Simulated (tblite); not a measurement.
# C4H7F (SMILES FC1CCC1): GFN1-xTB

Wanted: a geometry optimisation of C4H7F. 

The calculation is run with tblite 0.8.0.

12 further runs of the same task are left out: 12 set aside as unsound or not needed.

## (1) Starting point

C4H7F has 12 atoms, charge 0, and is taken as a singlet. As SMILES, `FC1CCC1`. The shape is that of a PBE0-D4/def2-TZVP optimisation. The run starts from this shape.

Bond lengths: F1–C2 1.376 Å, C2–C3 1.526 Å, C3–C4 1.544 Å, C2–C5 1.526 Å, C4–C5 1.544 Å, C2–H6 1.094 Å, C3–H7 1.090 Å, C3–H8 1.092 Å, C4–H9 1.091 Å, C4–H10 1.089 Å, C5–H11 1.092 Å, C5–H12 1.090 Å. Some angles: F1–C2–C3 117.2°, F1–C2–C5 117.2°, C3–C2–C5 89.6°, C2–C3–C4 87.1°, C3–C4–C5 88.3°, C2–C5–C4 87.1°, F1–C2–H6 107.5°, C3–C2–H6 112.4°, C5–C2–H6 112.4°, C2–C3–H7 118.6°.

## (2) A structure relaxation at GFN1-xTB

geom.xyz

```xyz
12

F     -1.651800    -1.071700    -1.066400
C     -0.945600    -0.403700    -0.092800
C      0.423700    -0.963000     0.283000
C      0.899000     0.500200     0.409500
C     -0.285300     0.913500    -0.490200
H     -1.604100    -0.295100     0.774500
H      0.497300    -1.624800     1.146000
H      0.873300    -1.445800    -0.587200
H      0.786200     0.877000     1.427400
H      1.903000     0.735000     0.058700
H     -0.005000     0.878900    -1.545100
H     -0.813400     1.844400    -0.283400
```

xtb_job.py

```python
import json
import numpy as np
from tblite.interface import Calculator
from tblite.interface import symbols_to_numbers
from scipy.optimize import minimize

symbols = list(map(str, np.loadtxt("geom.xyz", skiprows=2, usecols=0, dtype=str, ndmin=1)))
numbers = np.array(symbols_to_numbers(symbols))
positions = np.loadtxt("geom.xyz", skiprows=2, usecols=(1, 2, 3), ndmin=2) / 0.529177210903

calc = Calculator("GFN1-xTB", numbers, positions, charge=0, uhf=0)
calc.set("verbosity", 0)
calc.set("accuracy", 0.01)
last, frames, energies, grads = [None], [], [], []

def fun(x):
    calc.update(x.reshape(-1, 3))
    last[0] = calc.singlepoint(last[0])
    return float(last[0].get('energy')), last[0].get('gradient').ravel()

def show(x):
    e, g = fun(x)
    frames.append(x.reshape(-1, 3).tolist())
    energies.append(e)
    grads.append(g.reshape(-1, 3).tolist())
    print(f"{len(energies) - 1:4d} {e:16.9f} {np.abs(g).max():12.3e} {np.linalg.norm(g):12.3e}")

print("step      energy/Eh       max grad     grad norm")
show(positions.ravel())
opt = minimize(fun, positions.ravel(), jac=True, method="BFGS", callback=show, options={"gtol": 3e-05, "maxiter": 500})
print("converged:", opt.success, "-", opt.message)
fun(opt.x)
sp = last[0]
final = opt.x.reshape(-1, 3)
print("final geometry (angstrom)")
for s, p in zip(symbols, final * 0.529177210903):
    print(f"{s:<2} {p[0]:12.6f} {p[1]:12.6f} {p[2]:12.6f}")
print(f"E(total): {sp.get('energy') * 627.5095:.8f} kcal/mol")
eps = np.atleast_2d(sp.get("orbital-energies")) * 27.211386
occ = np.atleast_2d(sp.get("orbital-occupations"))
filled = occ.sum(axis=0) if eps.shape[0] == 1 else occ[0]
homo = np.nonzero(filled > 0.5)[0].max()
print("  MO   occupation   energy/eV")
for i in range(max(0, homo - 4), min(eps.shape[1], homo + 5)):
    print(f"{i + 1:4d} {filled[i]:10.4f} {eps[0, i]:12.4f}")
mu = sp.get("dipole") * 2.541746
print(f"|mu|: {np.linalg.norm(mu):.4f} D, components " + " ".join(f"{c:.4f}" for c in mu))
q = sp.get("charges")
print("Charges:", " ".join(f"{s}{i + 1}={c:+.4f}" for i, (s, c) in enumerate(zip(symbols, q))))
out = {k: np.asarray(sp.get(k)).tolist() for k in ("energy", "gradient", "charges", "dipole", "orbital-energies", "orbital-occupations")}
out.update(symbols=symbols, positions=(positions * 0.529177210903).tolist(), final=final.tolist(), frames=frames, step_energies=energies, grads=grads, success=bool(opt.success))
json.dump(out, open("results.json", "w"))
```

Run with:

```console
python xtb_job.py
```

What values should one expect? Wanted: total energy at the end; dipole moment; HOMO energy; LUMO energy; HOMO–LUMO gap.

**Answer.** As computed:

At GFN1-xTB:

| quantity | value |
| --- | --- |
| total energy at the end | -17.36843 Eh |
| dipole moment | 2.18 D |
| HOMO energy | -12.51 eV |
| LUMO energy | -3.48 eV |
| HOMO–LUMO gap | 9.03 eV |

In words: At the final geometry: Bond lengths: F1–C2 1.368 Å, C2–C3 1.534 Å, C3–C4 1.542 Å, C2–C5 1.534 Å, C4–C5 1.542 Å, C2–H6 1.096 Å, C3–H7 1.090 Å, C3–H8 1.090 Å, C4–H9 1.091 Å, C4–H10 1.091 Å, C5–H11 1.090 Å, C5–H12 1.090 Å. Some angles: F1–C2–C3 113.3°, F1–C2–C5 113.3°, C3–C2–C5 90.7°, C2–C3–C4 89.3°, C3–C4–C5 90.0°, C2–C5–C4 89.3°, F1–C2–H6 107.0°, C3–C2–H6 116.1°, C5–C2–H6 116.1°, C2–C3–H7 115.5°. The optimisation took 45 steps and changed the energy by -0.085 eV. Mulliken charges run from -0.29 on F1 to +0.23 on C2.
